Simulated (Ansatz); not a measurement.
Run this with the Ansatz DFT code, driven from Python and show what comes out.

The script, `opt.py`:
```python
"""Minimum-energy structure of C4H9N."""

import ansatz as az
from ase import Atoms
import numpy as np

BASIS = "cc-pVDZ"
FUNCTIONAL = "pbe0"
VDW = "d4"


def main() -> None:
    atoms = Atoms(["C", "N", "C", "C", "C", "H", "H", "H", "H", "H", "H", "H", "H", "H"], positions=[
        (1.8181, -0.6957, 0.142),
        (0.8155, 0.2673, 0.5947),
        (-0.2436, 0.3714, -0.4081),
        (-1.5319, 0.9442, 0.1558),
        (-1.4275, -0.5426, -0.1443),
        (1.3614, -1.7026, 0.0266),
        (2.2686, -0.3759, -0.8241),
        (2.6256, -0.7687, 0.9006),
        (1.28, 1.2032, 0.6522),
        (0.0058, 0.6475, -1.4563),
        (-2.144, 1.51, -0.5779),
        (-1.517, 1.1885, 1.2398),
        (-1.3421, -1.185, 0.7584),
        (-1.9686, -0.8617, -1.0597),
    ])
    mol = az.Crystal.molecule_from_ase(atoms)

    model = mol.calculation().basis(gaussian=BASIS).functional(FUNCTIONAL, dispersion=VDW).accuracy("high")
    symbols = [site.symbol for site in mol.cartesian_sites]
    start = np.array([site.position_ang for site in mol.cartesian_sites], dtype=float)
    report = model.relax(force_tolerance=0.005).run(threads=1).report
    end = np.array(report["positions_ang"])

    for key in ("converged", "free_energy_ev", "reference_energy_ev", "n_frozen", "n_occupied", "n_virtual"):
        print(f"{key:22s} {report[key]}")

    print("bond        before    after (A)")
    for i, j in [(0, 1), (0, 5), (0, 6), (0, 7), (1, 2), (1, 8), (2, 3), (2, 4), (2, 9), (3, 4), (3, 10), (3, 11), (4, 12), (4, 13)]:
        d0, d1 = (np.linalg.norm(xyz[i] - xyz[j]) for xyz in (start, end))
        print(f"{symbols[i]}{i}-{symbols[j]}{j}".ljust(10), f"{d0:8.4f} {d1:8.4f}")
    for i, j, k in [(1, 0, 5), (1, 0, 6), (1, 0, 7), (5, 0, 6), (5, 0, 7), (6, 0, 7), (0, 1, 2), (0, 1, 8)]:
        u, v = end[i] - end[j], end[k] - end[j]
        print(f"angle {symbols[i]}{i}-{symbols[j]}{j}-{symbols[k]}{k}: {np.degrees(np.arccos(np.clip(u @ v / np.linalg.norm(u) / np.linalg.norm(v), -1, 1))):.2f} deg")
    with open("c4h9n_opt.xyz", "w") as handle:
        handle.write(f"{len(symbols)}\nrelaxed C4H9N\n")
        handle.writelines(f"{s:2s} {x:11.6f} {y:11.6f} {z:11.6f}\n" for s, (x, y, z) in zip(symbols, end))


if __name__ == "__main__":
    main()
```

Output of `python opt.py`:
```text
converged              True
free_energy_ev         -5777.334595742836
reference_energy_ev    -5777.1297046302925
n_frozen               0
n_occupied             [20, 20]
n_virtual              [95, 95]
bond        before    after (A)
C0-N1        1.4620   1.4489
C0-H5        1.1116   1.1017
C0-H6        1.1129   1.1115
C0-H7        1.1103   1.1004
N1-C2        1.4622   1.4299
N1-H8        1.0464   1.0192
C2-C3        1.5185   1.4995
C2-C4        1.5188   1.5030
C2-H9        1.1123   1.1031
C3-C4        1.5204   1.5053
C3-H10       1.1105   1.0915
C3-H11       1.1113   1.0915
C4-H12       1.1112   1.0917
C4-H13       1.1102   1.0916
angle N1-C0-H5: 109.34 deg
angle N1-C0-H6: 114.51 deg
angle N1-C0-H7: 109.83 deg
angle H5-C0-H6: 107.24 deg
angle H5-C0-H7: 107.60 deg
angle H6-C0-H7: 108.08 deg
angle C0-N1-C2: 113.04 deg
angle C0-N1-H8: 109.66 deg
```

It writes `c4h9n_opt.xyz`:
```text
14
relaxed C4H9N
C     1.825206   -0.688234    0.140849
N     0.832767    0.284257    0.551525
C    -0.250703    0.403160   -0.374011
C    -1.547618    0.937899    0.155785
C    -1.416384   -0.524680   -0.175404
H     1.366475   -1.689585    0.116279
H     2.264916   -0.502545   -0.862910
H     2.645944   -0.716093    0.873371
H     1.274125    1.195231    0.670423
H    -0.006401    0.650742   -1.420837
H    -2.154154    1.569033   -0.496245
H    -1.560101    1.207692    1.213305
H    -1.340914   -1.217909    0.664511
H    -1.932858   -0.909067   -1.056940
```

Caveats:
- The settings weren't tested for convergence.
- The end point is the stationary point reached from this start; no frequency run checks that it is a minimum, and the basis set is modest.
- Total less reference energy is the dispersion correction.
- Timing: 5.7 min on 1 thread of Arm Neoverse N1, on a shared host, peak memory 0.6 GiB.

(Lines on the test bed's own set-up are left out of the output.)
